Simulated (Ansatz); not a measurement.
Born–Oppenheimer molecular dynamics of CH7BO (10 atoms, charge 0, multiplicity 1). It starts at the highest image of a converged band, a first-order saddle point between two minima.

These are results of Ansatz, RKS PBE-D4/def2-SVP, not measurements.

```
ensemble                      : NVE (velocity Verlet)
time step                     : 0.5 fs
steps asked                   : 200
starting velocities drawn for : 100 K
seed                          : 7304
```

First frame:

```xyz
10
Properties=species:S:1:pos:R:3
B 0.076 -0.360 0.165
C -0.017 -0.008 1.908
H -0.962 -0.102 2.486
H 0.844 -0.294 2.544
H 0.086 1.073 1.683
H 1.207 -0.080 -0.186
H -0.868 0.197 -0.377
O -0.124 -1.938 0.223
H -1.028 -2.135 -0.083
H -0.207 -1.220 1.274
```

**Question.** How far do the bonds stretch over the last three quarters of this one trajectory? (Pairs bonded in most of those frames.)

**Answer.** 
```tsv
bond	mean (Å)	spread (Å)	shortest	longest
B1–H6	1.218	0.016	1.19	1.24
B1–H7	1.224	0.013	1.20	1.25
B1–O8	1.359	0.022	1.32	1.40
C2–H3	1.109	0.007	1.09	1.12
C2–H4	1.109	0.022	1.08	1.15
C2–H5	1.109	0.003	1.10	1.11
C2–H10	1.108	0.020	1.06	1.14
O8–H9	0.975	0.002	0.97	0.98
```

Mean temperature of the second half: 1734 K. The conserved energy stayed within 0.046 meV per atom of its start (net change 0.034 meV per atom), so the integration is sound. The kinetic energy rose, since the run started high on the potential surface and went downhill. It ends in pieces (BH3O + CH4), so much of that is their flight and rotation, not heat. A run of 0.1 ps of so small a system gives no equilibrium averages. The orbitals stay closed-shell, which can raise the energy where a bond breaks towards radicals; this wasn't checked here.

Run time: 4.7 min on 1 thread of Arm Neoverse V2, on a shared host, peak memory 0.14 GiB.
